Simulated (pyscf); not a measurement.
**Four-centre exchange: GeH₄ + HCl → Cl–GeH₃ + H₂**

Gas phase, singlet surface, charge 0. Bonds broken: Ge1–H2, Cl6–H7. Bonds formed: Ge1–Cl6, H2–H7. Structures and frequencies: ωB97X-D3(BJ)/def2-SVP in PySCF.

Transition state (Å):

```xyz
7

Ge    -1.2902    -0.7627     0.1198
H     -0.1894     0.1317     1.2767
H     -0.5562    -1.7761    -0.7456
H     -2.5328    -0.0387    -0.3791
H     -1.6696    -1.4620     1.4531
Cl     0.0548     1.0813    -1.1328
H      0.0418     0.5881     0.5400
```

One imaginary mode, 1103i cm⁻¹; descent along it reached the two sides named.

```
bond     change  reactant side (Å)  saddle  product side
-------  ------  -----------------  ------  ------------
Ge1–H2   breaks              1.538   1.830           4.1
Cl6–H7   breaks              1.283   1.744           2.9
Ge1–Cl6   forms                3.6     2.6         2.164
H2–H7     forms                2.6   0.897         0.761
```

Electronic energies relative to the separated reactants (kJ/mol):

```tsv
level	barrier	reaction energy	reverse barrier
ωB97X-D3(BJ)/def2-TZVP	167.2	-60.7	227.9
PBE/def2-TZVP	145.9	-49.2	195.1
r²SCAN/def2-TZVP	154.6	-54.3	208.9
B3LYP-D3(BJ)/def2-TZVP	162.2	-53.1	215.3
PBE0-D3(BJ)/def2-TZVP	156.0	-50.8	206.8
M06-2X/def2-TZVP	154.9	-69.1	224.0
ωB97M-D3(BJ)/def2-TZVP	174.0	-48.5	222.5
HF/def2-TZVP	227.0	-48.2	275.2
```

With ωB97M-D3(BJ)/def2-TZVP energies and thermal terms (ideal gas, 1 atm, RRHO with modes under 100 cm⁻¹ raised to 100, one conformer, R ln 2 for chiral ones without a mode under 150 cm⁻¹), in kJ/mol:

| T (K) | ΔH‡ | ΔG‡ | ΔH | ΔG |
|---|---|---|---|---|
| 298 | 171.4 | 203.6 | -52.6 | -49.6 |
| 600 | 171.3 | 236.4 | -49.7 | -47.8 |
| 900 | 172.7 | 268.7 | -47.8 | -47.3 |
| 1200 | 174.5 | 300.5 | -46.8 | -47.4 |

One saddle was located; it need not be the lowest between these sides. Elements up to Kr have no core potential and no relativistic terms here.
